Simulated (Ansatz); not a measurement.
A run of Ansatz (development build ahead of 0.2.0) on singlet N₂O at this shape:

```xyz
3

N    -0.0155   -0.0569   -1.1105
N     0.0047    0.0827   -0.1110
O    -0.1329    0.0087    1.1430
```

Its results:

```yaml
Converged: yes
Reference_energy: -181.11477 hartree
Correlation_energy: -0.18858 hartree
Total_energy: -181.30336 hartree
Spin_squared_of_the_determinant: 0.000
```

(1) Which input gives this output? Name the method, the orbitals and the basis set, and write the input.

Results:

(1) RHF-MP2 in STO-3G. An unrestricted run that stays on the closed shell gives the same numbers.

```yaml
crystal:
  periodic: [false, false, false]
  atoms:
    - { symbol: "N", position_ang: [-0.01548, -0.05689, -1.11053] }
    - { symbol: "N", position_ang: [0.00467, 0.08271, -0.11101] }
    - { symbol: O, position_ang: [-0.13288, 0.00873, 1.14305] }
basis:
  gaussian: { orbitals: STO-3G }
hamiltonian:
  xc: hf
correlation:
  method: mp2
  frozen_orbitals: { "N": 1, O: 1 }
```

Caution: no unrestricted run beside it, a lower state can exist.
